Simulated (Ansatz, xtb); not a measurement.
## CH5BN: where a starting geometry ends

The starting geometry of this gas-phase doublet was built from a drawn formula by distance geometry and a force field; its bonds are those of `[BH][NH2+][CH2-]`.

```yaml
atoms:
  - { symbol: C, position_ang: [-0.6811, 0.9113, -1.2290] }
  - { symbol: B, position_ang: [-1.9315, 1.5652, 0.7493] }
  - { symbol: N, position_ang: [-0.8331, 0.6591, 0.2114] }
  - { symbol: H, position_ang: [-1.7779, 2.7568, 0.7629] }
  - { symbol: H, position_ang: [-1.2006, -0.3429, 0.2733] }
  - { symbol: H, position_ang: [0.0258, 0.8653, 0.6984] }
  - { symbol: H, position_ang: [-0.3361, 1.9465, -1.4601] }
  - { symbol: H, position_ang: [-1.6116, 0.6987, -1.8317] }
```

Task: Predict what it relaxes into with r2SCAN-D4/def2-SVP.

Result: A new bond forms, giving a structure given below by its coordinates. Contacts that close: C1–B2 (2.43 → 1.56 Å).

The energy falls by 2.51 eV over 11 steps:

```tsv
step	E − E(last) (eV)
1	2.510
2	2.030
3	1.578
4	0.954
5	0.553
7	0.049
8	0.001
9	0.000
10	0.000
11	0.000
```

Final geometry (Å):

| atom | x (Å) | y (Å) | z (Å) |
| --- | --- | --- | --- |
| C | -1.1251 | 1.2731 | -1.0317 |
| B | -1.9305 | 1.7226 | 0.2266 |
| N | -0.8061 | 0.5847 | 0.2732 |
| H | -1.7636 | 2.7154 | 0.8914 |
| H | -1.0598 | -0.3987 | 0.3476 |
| H | 0.1224 | 0.7577 | 0.6587 |
| H | -0.2562 | 1.8286 | -1.4129 |
| H | -1.5272 | 0.5764 | -1.7784 |

From the same start GFN2-xTB reaches the same bonding as this run.

No frequencies were run, so the end isn't proven a minimum. Open shells are spin-unrestricted. Run with Ansatz 0.2.0, 51 s on 1 thread of Arm Neoverse V1, with other jobs on the host.
